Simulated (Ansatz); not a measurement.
in.yaml

```yaml
crystal:
  periodic: [false, false, false]
  atoms:
    - {symbol: Si, position_ang: [0.000000, 0.000000, 0.000000]}
    - {symbol: S, position_ang: [0.000000, 0.000000, 1.930000]}
basis:
  gaussian: {orbitals: cc-pVTZ}
magnetization: {spin_polarized: false, initial_magnetization: 2}
correlation: {method: ccsdt_q, electrons: outside_noble_gas}
```

```sh
$ ansatz run in.yaml --threads 1 --pin off --events-out ev --progress --plain --max-ram 2393MiB
```

The program prints:

```
779 factors; integrals over basis functions are off by at most 1.7e-7 eV
mean field evaluation 1: about -18676.5901 eV, gradient 1.2e1 eV
mean field evaluation 2: about -18676.7702 eV, gradient 1.2e1 eV
mean field evaluation 4: about -18677.7053 eV, gradient 2.2e0 eV
mean field evaluation 8: about -18677.8462 eV, gradient 7.8e-1 eV
mean field evaluation 16: about -18677.8708 eV, gradient 6.0e-5 eV
mean field evaluation 32: about -18675.7908 eV, gradient 1.7e1 eV
mean field evaluation 64: about -18677.8921 eV, gradient 2.8e-6 eV
mean field evaluation 96: about -18677.8707 eV, gradient 5.0e-2 eV
mean field evaluation 128: about -18677.8913 eV, gradient 3.8e-1 eV
mean field evaluation 160: about -18677.8877 eV, gradient 6.1e-1 eV
...
cycle  11  -7.66996987 eV  change   -3.2e-5 eV  update   1.8e-4
cycle  12  -7.67002917 eV  change   -5.9e-5 eV  update   1.2e-4
cycle  13  -7.67012111 eV  change   -9.2e-5 eV  update   7.1e-5
cycle  14  -7.67010723 eV  change    1.4e-5 eV  update   4.4e-5
cycle  15  -7.67012829 eV  change   -2.1e-5 eV  update   2.4e-5
cycle  16  -7.67013513 eV  change   -6.8e-6 eV  update   1.3e-5
cycle  17  -7.67013476 eV  change    3.7e-7 eV  update   7.3e-6
cycle  18  -7.67013689 eV  change   -2.1e-6 eV  update   4.1e-6
cycle  19  -7.67013555 eV  change    1.3e-6 eV  update   1.9e-6
cycle  20  -7.67013456 eV  change    1.0e-6 eV  update   1.1e-6
perturbative correction -0.03204808 eV, -0.0011777452 hartree
Total energy: -18685.57295569 eV, -686.6821405855 hartree
```

For the same geometry and basis UCCSDT(Q) lies 7.7 meV lower.

Ran on 1 thread of AMD EPYC, shared host: 3.3 min wall, 0.96 GiB peak host memory.
